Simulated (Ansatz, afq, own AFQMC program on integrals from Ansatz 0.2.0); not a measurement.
## NHCl, quartet: AFQMC among the cluster methods

```yaml
atoms:
  - { symbol: Cl, position_ang: [0.0000, 0.0000, -1.3643] }
  - { symbol: H, position_ang: [0.0000, 0.0000, 0.0947] }
  - { symbol: N, position_ang: [0.0000, 0.0000, 1.2697] }
```

Connectivity, by distances: Cl ··· N, 1 bridging H.

Basis cc-pVTZ. Only valence electrons are correlated. Integrals, coupled cluster, full CI and functionals: Ansatz 0.2.0; the random walks run on the same integrals in our own AFQMC program. The CISD trial takes its coefficients from CCSD amplitudes. Released means that phaseless walkers are propagated on without the constraint, phases kept. Error bars are statistical, one sigma.

Determinant: UHF, the one that the program's search chose, which needn't be the lowest solution. The geometry is a point of a scan.

No full CI on the walks' own integrals is used here; CCSDT(Q) serves as the reference and is uncertain by about the last step of the cluster series.

Cautions: lower spins were not checked.

```
T1 diagnostic                               : 0.0165
weight of the determinant in the CISD state : 0.876
⟨S²⟩ of the determinant                     : 3.792
size of the correlated space                : 13 electrons in 72 orbitals
```

```csv
level,correlation energy (eV)
MP2,-8.6289
CCSD,-9.6108
CCSD(T),-9.9657
```

(1) Estimate where phaseless AFQMC with a CISD trial lies against CCSD(T) on the same integrals.

(1) 37.6 ± 5.6 meV below CCSD(T).

Reference: CCSDT(Q), correlation energy -10.015 eV. The released energy is read at 2.40 1/Eh (meV from the phaseless value at times in 1/Eh: -4 ± 4 at 0.24, -13 ± 9 at 0.51, -15 ± 7 at 0.99, -18 ± 6 at 1.62, -10 ± 10 at 2.40).

| level | E − E(reference) (meV) | share of correlation (%) |
| --- | --- | --- |
| CCSD(T) | 49.4 | 99.51 |
| CCSDT | 16.7 | 99.83 |
| ph-AFQMC/HF | 75.6 ± 28.2 | 99.24 |
| ph-AFQMC/CISD | 11.8 ± 5.6 | 99.88 |
| released AFQMC | 2.1 ± 10.0 | 99.98 |

A walk keeps the symmetry of its determinant, which the program's search chose and which needn't be the lowest solution, so a lower state of the same spin and another symmetry isn't excluded. Released energies are given only where the last usable release times agree within the noise; a slower fall can still hide under it.
